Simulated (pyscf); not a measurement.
Optimised with ωB97X-D3(BJ)/def2-SVP in PySCF.

### Question
H₂N–SiH₂–O–SiH₂–F (SMILES N[SiH2]O[SiH2]F) + H₂ (SMILES [H][H]) → F–SiH₂–O–SiH₃ (SMILES F[SiH2]O[SiH3]) + NH₃ (SMILES N)
Surface: singlet. Broken: N–Si, H–H. Formed: H–Si, H–N. Give ΔE‡ and ΔE from M06-2X/def2-TZVP, relative to the separated reactants.

### Answer
ΔE‡ = 51.3 kcal/mol, ΔE = +14.6 kcal/mol. ωB97M-D3(BJ)/def2-TZVP gives 48.2 kcal/mol and +12.1 kcal/mol. Zero-point energy shifts the barrier by +3.5 kcal/mol. It is a four-centre exchange, with an imaginary mode of 1369i cm⁻¹. On the product side the descent ends in a complex (not fully relaxed), 7.1 kcal/mol under the separated species and 43.0 kcal/mol under the saddle at ωB97X-D3(BJ)/def2-TZVP. At the saddle there is also a short H–Si contact that neither side keeps. This is the saddle that the search found; another between the same sides may lie lower.
